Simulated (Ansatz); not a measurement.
# Scandium, hcp under LDA: ground state and equation of state

The plan for scandium in the hcp structure: relax it, solve it on a dense k-mesh, switch on spin-orbit coupling, then scale the cell to 7 volumes from 88 to 112 % of the relaxed one and try a fit of the equation of state. The start is ferromagnetic. The k-meshes are 11×11×6 for the relaxation; 18×18×11 for the dense run; 11×11×7 for spin-orbit coupling; 18×18×11 for the volumes. It starts from a deposited cell (COD).

Program: Ansatz 0.2.0. Level of theory: DFT LDA (PW92), plane waves (420 eV) with PAW, scalar-relativistic; PAW files made under PBE, frozen cores solved again for the functional. These are calculated values, not measurements.

### Step 1. Starting point

Symmetry: P6_3/mmc, No. 194, hexagonal system. The conventional cell has a = 3.309 Å, b = 3.309 Å, c = 5.273 Å, α = 90.00°, β = 90.00°, γ = 120.00°. Around Sc (site symmetry -6m2) lie 12 Sc at 3.26 to 3.31 Å.

Structure file:

```cif
data_structure
_symmetry_space_group_name_H-M 'P 1'
_symmetry_Int_Tables_number 1
_cell_length_a 3.3090
_cell_length_b 3.3090
_cell_length_c 5.2733
_cell_angle_alpha 90.000
_cell_angle_beta 90.000
_cell_angle_gamma 120.000
_cell_volume 50.00
loop_
_atom_site_label
_atom_site_type_symbol
_atom_site_fract_x
_atom_site_fract_y
_atom_site_fract_z
_atom_site_occupancy
Sc1 Sc 0.33333 0.66667 0.25000 1
Sc2 Sc 0.66667 0.33333 0.75000 1
```

The atoms start with moments of +1 ×2 μB.

### Step 2. Relaxing cell and atoms

input.yaml

```yaml
crystal:
  lattice:
    - [3.3090008396, 0.0, 0.0]
    - [-1.6545004198, 2.8656787882, 0.0]
    - [0.0, 0.0, 5.2733]
  atoms:
    - { symbol: Sc, position: [0.3333333333, 0.6666666667, 0.25], spin: 1.0 }
    - { symbol: Sc, position: [0.6666666667, 0.3333333333, 0.75], spin: 1.0 }
hamiltonian:
  xc: lda
  pseudopotentials:
    kind: paw
    azcp:
      Sc: "pseudopotentials/Sc.paw.azcp"
basis:
  ecutwfc: 420
  fft_grid_basis: typed
kpoints:
  mp_grid: { grid: [11, 11, 6], shift: [0, 0, 0] }
magnetization:
  spin_polarized: true
scf:
  occupations: { method: fermi_dirac, width: 0.05 }
relax:
  max_steps: 60
  f_tol: 0.01
  cell: {}
```

After this run come: Dense single point; A two-component run at the same geometry; At 88 % of the relaxed volume; At 92 % of the relaxed volume; At 96 % of the relaxed volume; At 100 % of the relaxed volume; At 104 % of the relaxed volume; At 108 % of the relaxed volume; At 112 % of the relaxed volume.

Before running it: what results should come out? Wanted: space group; conventional cell; volume; shortest distance; gap on the mesh; magnetic state; V₀, B₀, B₀′.

The runs gave:

| quantity | value |
| --- | --- |
| space group (spins left aside) | P6_3/mmc (No. 194) |
| conventional cell | a = 3.228 Å, c = 4.989 Å (c/a = 1.545) |
| volume | 22.510 Å³/atom |
| shortest distance | 3.114 Å |
| against the deposited volume | -10.0 % (25.002 Å³/atom) |
| gap on the mesh | none (levels filled in part) |
| magnetic state | non-magnetic |
| V₀, B₀, B₀′ | 22.510 Å³/atom, 62 GPa, 3.3 |

LDA puts the volume 10.0 % below the deposited one. The starting moments do not survive. No gap shows: it is a metal or semimetal at this level. The total energy of the spin-orbit run (on a coarser mesh) lies -46 meV/atom from the scalar one; mesh and treatment of the core enter this figure, so it is no spin-orbit energy. The fitted modulus is 62 GPa; letting shape and positions relax at each volume could only lower it.
